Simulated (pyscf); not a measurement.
Optimised with ωB97X-D3(BJ)/def2-SVP in PySCF. Correlated levels are frozen-core, on RHF or UHF. ΔMP2 is the change of the MP2 total energy from the triple- to the quadruple-zeta basis.

Task: For `[SiH3][GeH3]` + `[FH]` -> `[SiH4]` + `[F][GeH3]`, a four-centre exchange (singlet surface; Ge–Si, F–H broken, H–Si, F–Ge formed), PBE/def2-TZVP gives ΔE‡ = 1.57 eV and ΔE = -0.35 eV (zero: the separated reactants). In which direction and how far do r²SCAN/def2-TZVP, B3LYP-D3(BJ)/def2-TZVP, CCSD(T)/def2-TZVPP + ΔMP2(QZVPP) move these?

Result: r²SCAN: ΔE‡ = 1.70 eV, ΔE = -0.45 eV; B3LYP-D3(BJ): ΔE‡ = 1.84 eV, ΔE = -0.47 eV; CCSD(T): ΔE‡ = 2.09 eV, ΔE = -0.35 eV. PBE's barrier lies under all of them, by 0.13 to 0.51 eV. Its reaction energy matches one of them and lies within 0.12 eV of the others. Low barriers are usual for a GGA, whose delocalisation error favours stretched bonds. The same reactants have a lower exit, to F–SiH₃ + GeH₄ (barrier +1.53 eV at ωB97M-D3(BJ)/def2-TZVP, against +1.90 eV here). One saddle was located; it need not be the lowest between these sides. The CCSD(T) − MP2 part came from Ansatz, without density fitting, on the same reference. The frozen core leaves the outer d or s,p core shells of the metals and heavy elements correlated in the MP2 and CC values, and def2-TZVPP describes them poorly, which can shift differences by a few kcal/mol. Elements up to Kr have no core potential and no relativistic terms here.
